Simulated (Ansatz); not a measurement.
Constitutional and geometric isomers with formula C2H6S. Gas-phase values, no solvent. One relaxed conformer stands for each flexible species; it need not be the lowest. Strings in code marks are SMILES.

Quantity: vertical ionisation energy (energy after one electron is removed minus that of the parent at the parent's geometry), in eV.

Case: `CSC`. Geometry of `S(C)C` (neutral, multiplicity 1, Å):

```xyz
9

C      1.3206    -0.3068     0.2865
S      0.1287    -0.2498    -1.0547
C     -1.3152     0.2985    -0.1399
H      1.4591     0.6792     0.7345
H      2.2697    -0.6342    -0.1390
H      1.0169    -1.0202     1.0553
H     -1.1481     1.2780     0.3128
H     -1.5902    -0.4215     0.6336
H     -2.1373     0.3780    -0.8518
```

Problem. Give the vertical ionisation energy (energy after one electron is removed minus that of the parent at the parent's geometry) at the level frozen-core MP2/cc-pVTZ // PBE0-D4/def2-TZVP (Ansatz, a first-principles code).

Solution. 8.72 eV.
